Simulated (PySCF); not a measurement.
Compound: C3H5NO.
Numbering: `[H]/[N:1]=[CH:2]\[C@H:3]1[CH2:4][O:5]1` (hydrogens: H6 on N1; H7 on C2; H8 on C3; H9, H10 on C4)

Torsions of this conformer, `[H]/[N:1]=[CH:2]\[C@H:3]1[CH2:4][O:5]1`: N1–C2–C3–C4 140°.

The closed-shell ground state was solved at several levels (PySCF, density fitting, gas phase, non-relativistic). One conformer (not necessarily the lowest) at the PBE0-D3(BJ)/def2-SVP geometry, without solvent, vibrations or thermal averaging.

```csv
level,basis functions,HOMO (eV),LUMO (eV),gap (eV),dipole (D)
KT3/pcSseg-2,250,-6.49,-1.73,4.76,2.43
B3LYP/pcJ-1,185,-7.51,-0.81,6.70,2.63
wB97X-D/def2-SVPD,143,-9.81,1.12,10.93,2.59
```

Task: Estimate the row for PBE0/pcSseg-1, a basis of 110 functions; the other rows only guide the guess.

Result: HOMO -7.78 eV, LUMO -0.58 eV, gap 7.20 eV, dipole 2.64 D.

Task: Over all these levels, which gives the widest orbital gap and which the narrowest?

Result: wB97X-D/def2-SVPD (range-separated hybrid) has the widest, 10.93 eV, and KT3/pcSseg-2 (GGA) the narrowest, 4.76 eV. Functional and basis both differ between the two, so the spread mixes both effects.

Task: How far do the dipole and the HOMO energy spread over the levels?

Result: The dipole runs from 2.43 to 2.64 D (mean 2.58 D) and the HOMO from -9.81 to -6.49 eV.
